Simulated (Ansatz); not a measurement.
## Scan of InH₂⁻, singlet

Starting geometry (PBE0/def2-TZVPD stationary point for this spin, not checked as a minimum):

```xyz
3

In    0.0000   -0.0225    0.0000
H     0.0000    1.2795   -1.3648
H     0.0000    1.2795    1.3648
```

From there H3 moves along the line of the two atoms named below, all else staying in place; atoms are numbered as listed. Energies are in kJ/mol, counted from the starting geometry at the same level. Kohn–Sham curves are unrestricted where that lies lower, except RKS.

Basis def2-TZVPD with its core potentials; Ansatz 0.2.0. Only valence electrons are correlated (noble-gas cores and the filled d shells of p-block atoms frozen). R marks a restricted (for open shells ROHF) determinant. No spin–orbit coupling is included; scalar relativity enters through the core potentials alone.

Unrestricted Kohn–Sham rows aren't spin-pure: their determinants' ⟨S²⟩ exceeds S(S+1) by up to 0.45, so they mix in states of higher spin. The highest occupied Kohn–Sham level of the anion is positive, up to +1.04 eV, so in those functionals the extra electron is held by the basis alone, which enters their differences from the reference.

Functionals correlate the shells that the reference freezes, so part of their error here is the reference's.

Full CI isn't at hand for all of this; RCCSDTQ serves as the reference, and is uncertain by the last step of the cluster series or more.

```csv
distance In1-H3 (Å),RCCSDTQ,PBE,r2SCAN,PBE0,B3LYP,wB97M-V,B2PLYP,RKS PBE0,RPA-PBE
1.671,22.5,20.8,17.9,18.4,20.5,17.0,20.1,18.4,23.7
1.886,0.0,0.0,0.0,0.0,0.0,0.0,0.0,0.0,0.0
2.119,9.3,8.3,11.4,11.4,9.0,12.4,10.4,11.4,7.6
2.584,55.1,50.4,58.7,59.0,52.4,60.9,57.1,59.0,50.1
3.543,134.2,123.1,136.9,139.2,126.5,142.3,136.8,139.2,119.7
5.083,202.3,166.2,175.7,188.1,171.2,209.6,193.8,197.8,150.8
```

(1) Judged by the spread of the error over the points with a reference (largest less smallest), which of these follows RCCSDTQ best and which worst?

Results:

(1) Subtracting the RCCSDTQ column from each: best RKS PBE0 (errors from -4.5 to 5.0, spread 9.5 kJ/mol), worst RPA-PBE (from -51.5 to 1.2, spread 52.7 kJ/mol). Functionals and wave-function methods converge differently with the basis, so part of this is basis effect.
